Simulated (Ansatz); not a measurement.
This was printed by a script on Ansatz's Python interface, for a ladder of methods at one geometry of C3H5NO, SMILES COCC#N. What did the script look like? Use (for the species named): BLYP, def2-SVP basis, multiplicity 1. The script varies functional: blyp, r2scan, pbe, hse06, lc_wpbe.

| atom | x (Å) | y (Å) | z (Å) |
| --- | --- | --- | --- |
| C | -0.0109 | -0.1834 | -1.5185 |
| O | 0.7090 | -0.1228 | -0.2821 |
| C | -0.2522 | 0.1375 | 0.7777 |
| C | 0.5059 | 0.1736 | 2.0854 |
| N | 1.0787 | 0.1930 | 3.0952 |
| H | -0.4939 | 0.8030 | -1.7227 |
| H | 0.7402 | -0.3413 | -2.3330 |
| H | -0.7412 | -0.9815 | -1.5227 |
| H | -0.9463 | -0.7000 | 0.8402 |
| H | -0.7641 | 1.0825 | 0.6439 |

Running `python c3h5no_methods.py` prints:
```text
functional    E (Ha)        dipole (D)   HOMO (eV)  LUMO (eV)
blyp          -246.984089     4.433      -6.312     -0.726
r2scan        -246.918877     4.751      -6.883     -0.708
pbe           -246.767426     4.492      -6.438     -0.910
hse06         -246.765574     4.762      -7.809     -0.193
lc_wpbe       -246.905910     4.822     -10.996      2.699
```

One script that gives this output:

`c3h5no_methods.py`
```python
"""One geometry of C3H5NO, method by method."""

from pathlib import Path

import ansatz as az
import numpy as np

mol = (
    az.Crystal.molecule()
    .atom("C", [-0.0109, -0.1834, -1.5185])
    .atom("O", [0.709, -0.1228, -0.2821])
    .atom("C", [-0.2522, 0.1375, 0.7777])
    .atom("C", [0.5059, 0.1736, 2.0854])
    .atom("N", [1.0787, 0.193, 3.0952])
    .atom("H", [-0.4939, 0.803, -1.7227])
    .atom("H", [0.7402, -0.3413, -2.333])
    .atom("H", [-0.7412, -0.9815, -1.5227])
    .atom("H", [-0.9463, -0.7, 0.8402])
    .atom("H", [-0.7641, 1.0825, 0.6439])
)

base = (
    mol.calculation()
    .basis(gaussian="def2-SVP")
    .accuracy("medium")
)

print("functional    E (Ha)        dipole (D)   HOMO (eV)  LUMO (eV)")
for name in ["blyp", "r2scan", "pbe", "hse06", "lc_wpbe"]:
    report = base.functional(name).forces().orbitals().run(runs_dir="runs").report
    lines = Path(report["orbitals_path"]).read_text().splitlines()
    field_of = lambda key: [line.split("=")[1].strip() for line in lines if line.startswith(key)]
    orbitals = [(27.211386 * float(e), s, float(n)) for e, s, n in zip(field_of("Ene="), field_of("Spin="), field_of("Occup="))]
    homo = max(e for e, _, n in orbitals if n > 0.5)
    lumo = min(e for e, _, n in orbitals if n < 0.5)
    dipole = 4.803205 * np.linalg.norm(report["charge_distribution"]["dipole_moment_e_ang"])
    print(f"{name:10s} {report['free_energy_ev'] / 27.211386246:14.6f} {dipole:9.3f} {homo:11.3f} {lumo:10.3f}")
```

What to keep in mind:
- These settings explore the input space; basis and method may be short of convergence.
- The geometry is a force-field or estimated start, not a minimum of this method, and the basis set is short of its limit. A lower total doesn't mark the better method: functionals have no common bound, and MP2 and coupled cluster aren't variational.
- Levels such as HOMO and LUMO are orbital energies: with these approximate functionals they aren't the ionisation energy and electron affinity, and their gap isn't the fundamental gap.
- hse06 follows the composition of plane-wave codes, whose totals differ by tens of mHa, up to about 0.1 Ha, from the form usual in Gaussian-basis programs (wpbeh).
- Finished in 18 s on 1 thread of Arm Neoverse V1 (shared host), peak memory 0.26 GiB.

(Lines on the test bed's own set-up are left out of the output.)
